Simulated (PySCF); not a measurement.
Point-charge models of `[P@@H](C)(CC#C)=S` against its computed dipole.

Coordinates (GFN2-xTB, Å) and charges (e) from the PBE0/pcSseg-1 density (PySCF):

```
atom       x       y       z  Mulliken      IAO  Hirshfeld  ESP-fitted
  C1   2.182   1.291  -0.550   -0.3312  -0.2421    -0.1082     -0.5801
  C2   1.581   0.256  -0.496   +0.1295  -0.0369    -0.0406     +0.2307
  C3   0.815  -0.959  -0.391   -0.3362  -0.4981    -0.0907     -0.4194
  P4  -0.641  -0.743   0.729   +0.3666  +0.9796    +0.3336     +0.3178
  C5  -1.560   0.682   0.042   -0.4713  -0.6573    -0.1550     -0.4968
  S6  -1.667  -2.349   1.041   -0.3900  -0.6019    -0.3338     -0.4041
  H7   2.733   2.181  -0.613   +0.0499  +0.2057    +0.0958     +0.3542
  H8   0.428  -1.273  -1.368   +0.1973  +0.1893    +0.0673     +0.2065
  H9   1.422  -1.775   0.016   +0.2042  +0.1953    +0.0691     +0.1868
 H10  -0.034  -0.163   1.851   +0.0829  -0.0529    +0.0003     +0.0764
 H11  -0.891   1.519  -0.145   +0.1633  +0.1709    +0.0472     +0.1789
 H12  -2.336   0.968   0.752   +0.1711  +0.1769    +0.0593     +0.1708
 H13  -2.038   0.365  -0.886   +0.1637  +0.1715    +0.0555     +0.1783
```

**Question.** Form Σ q r in debye for every column and set it beside the full dipole.

**Answer.** The full density gives (1.85, 3.53, -1.20) D, 4.16 D in size; dipole vectors point from the negative to the positive end.

| scheme | μx | μy | μz | size (D) | share of the full size (%) | angle to the full dipole (°) |
| --- | --- | --- | --- | --- | --- | --- |
| Mulliken | -0.06 | 0.99 | -0.45 | 1.08 | 26 | 30 |
| IAO | 2.00 | 3.63 | -0.56 | 4.18 | 101 | 9 |
| Hirshfeld | 1.47 | 2.48 | -0.75 | 2.98 | 72 | 3 |
| ESP-fitted | 1.92 | 3.62 | -1.21 | 4.28 | 103 | 0 |

**Question.** Which set comes closest?

**Answer.** Length of the difference vector: ESP-fitted 0.12 D, IAO 0.66 D, Hirshfeld 1.20 D, Mulliken 3.27 D. Closest: ESP-fitted. ESP charges are fitted to the potential around the molecule, whose slowest-falling term is the dipole's. The schemes that divide the density aren't constrained to reproduce the dipole.

**Question.** What is left for the Hirshfeld atoms' own dipoles?

**Answer.** The shares of the density sum to the whole, so what Σ q r misses lies in dipoles about the nuclei. The atomic dipoles sum to (1.85, 3.53, -1.20) − (1.47, 2.48, -0.75) = (0.38, 1.05, -0.45) D, 1.20 D in size.

**Question.** With the origin at the mean of the coordinates, (0.000, 0.000, -0.001) Å, which are the largest single terms, by size, of the Hirshfeld dipole along the direction of the full one?

**Answer.** S6 +4.86, P4 -1.80, H7 +1.49, C1 -1.16, H9 -0.29 D; all 13 atoms together +2.98 D. The single terms depend on the origin, their sum doesn't.

**Question.** Give the size of the full dipole in other units.

**Answer.** 4.16 D = 1.637 au = 0.866 e·Å = 13.88 × 10⁻³⁰ C·m.

The structure is a single GFN2-xTB conformer in the gas phase; no vibrational or solvent corrections.

Shape of the structure used: `[CH:1]#[C:2][CH2:3][P@@H:4]([CH3:5])=[S:6]`: C2–C3–P4–C5 55°.
